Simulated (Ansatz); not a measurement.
Two isomers of C4H7NO: A = `CN/C=C/C=O`, B = `CC1(O)C=NC1`.

Computed with Ansatz on PBE0-D4/def2-TZVP structures; ΔE is electronic, products minus reactants. CCSD(T)/CBS is the MP2 limit (def2-TZVPP, def2-QZVPP) plus CCSD(T) − MP2 in def2-TZVPP, frozen cores. DFT in def2-TZVPP. B3LYP here is the variant with VWN-RPA as its local correlation; programs differ in this. Each species was taken in one conformer, which may not be the lowest.

A:

```xyz
13

C     1.984    0.788   -0.736
N     0.580    0.872   -0.432
C    -0.149   -0.164    0.015
C    -1.417   -0.131    0.485
C    -2.050   -1.359    0.885
O    -3.175   -1.469    1.322
H     2.231   -0.237   -1.014
H     2.616    1.075    0.112
H     2.228    1.431   -1.584
H     0.177    1.790   -0.351
H     0.360   -1.126   -0.038
H    -1.980    0.793    0.571
H    -1.405   -2.262    0.765
```

B:

Z-matrix (Å, degrees):
```
C
C 1 1.507
H 1 1.091 2 110.9
H 1 1.092 2 109.6 3 -120.3
H 1 1.092 2 110.2 3 120.6
O 2 1.404 1 107.3 3 179.7
C 2 1.514 1 116.0 3 -46.3
C 2 1.559 1 116.0 3 45.7
H 6 0.962 2 108.9 1 179.3
N 7 1.279 2 99.2 1 112.1
H 7 1.091 2 134.3 1 -66.3
H 8 1.093 2 117.3 1 3.3
H 8 1.093 2 114.6 1 133.5
```

(1) Which is lower in electronic energy at CCSD(T)/CBS, and by how much? (Estimate.)

(2) Give E(B) − E(A) in kJ/mol with CCSD/def2-TZVPP, PBE0-D4, r2SCAN-D4, B3LYP-D4, B2PLYP, PBE-D4, ωB97M-V. (An estimate is asked.)

Largest T1 diagnostic: 0.015.

Answers

(1) The calculation gave: A, by 68.2 kJ/mol.

(2) Ansatz gave: CCSD/def2-TZVPP 66.9, PBE0-D4 88.1, r2SCAN-D4 104.4, B3LYP-D4 110.4, B2PLYP 100.8, PBE-D4 102.1, ωB97M-V 75.9. None reverses the order clearly.

The D4 term adds −6.1 kJ/mol with B3LYP and −3.1 kJ/mol with PBE0; it sums over pairs of atoms, weighted by their polarisabilities, and B3LYP, whose exchange is more repulsive, gets the larger term. From PBE to PBE0 (25 % exact exchange), in def2-TZVPP and without D4, E(B) − E(A) moves by −14.7 kJ/mol.
